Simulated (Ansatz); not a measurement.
Voigt–Reuss–Hill shear modulus (GPa) of 20 transition metals, computed with LDA in Ansatz (PAW) and with PBEsol (PAW; Ansatz, a program for electronic structure). The set holds measured phases with no doubt noted on the run or the magnetic state but for the caveats below. 6 more of the class have both values but aren't in it, for one of these reasons: built or high-temperature cells, doubts on the run or the magnetic state, unlike cells, values of zero, layered or molecular crystals. Solids without a value at one level (not run, failed, or a magnetic order lost), or held back for tests, aren't counted.

All rows, in order of the shift (worked out from unrounded values):

| solid | LDA | PBEsol | shift (%) |
|---|---|---|---|
| bcc Fe | 121 | 107 | -11.4 |
| fcc Ag | 41.3 | 37.0 | -10.4 |
| hcp Co | 135 | 122 | -9.1 |
| fcc Pd | 55.7 | 51.2 | -8.0 |
| fcc Cu | 66.3 | 61.9 | -6.6 |
| hcp Sc | 36.4 | 34.1 | -6.1 |
| double-hcp La | 20.9 | 19.8 | -5.3 |
| fcc Pt | 69.1 | 65.7 | -5.0 |
| fcc Rh | 184 | 175 | -5.0 |
| hcp Ru | 226 | 217 | -3.8 |
| hcp Tc | 161 | 155 | -3.5 |
| fcc Ir | 251 | 244 | -3.0 |
| hcp Re | 195 | 189 | -2.8 |
| fcc Ni | 116 | 113 | -2.6 |
| fcc Au | 28.1 | 27.4 | -2.4 |
| hcp Os | 290 | 284 | -2.2 |
| hcp Y | 26.1 | 27.1 | +3.7 |
| hcp Hf | 53.2 | 57.1 | +7.4 |
| hcp Ti | 42.5 | 47.2 | +11.1 |
| hcp Zr | 26.3 | 32.0 | +22 |

The shift from LDA to PBEsol has a median of -3.6 %, and eight in ten lie between -9.2 % and +7.8 %; PBEsol is the larger in 4 of 20. Each level is at its own cell, so the shift holds the change of volume too.

Ansatz's runs of these crystals have no spin polarisation, but for bcc Fe, hcp Co, fcc Ni.

Density-functional runs with spin start from parallel moments for bcc Fe, parallel moments for hcp Co, parallel moments for fcc Ni.

Spin–orbit coupling is left out, also for the solids with elements from indium on (fcc Pt, hcp Os, double-hcp La, fcc Ir, hcp Re, hcp Hf, fcc Au); its size isn't shown.

Each level is taken at its own relaxed cell. Ansatz's density-functional and Hartree–Fock values are scalar-relativistic unless marked +SOC, with PAW data made under PBE.
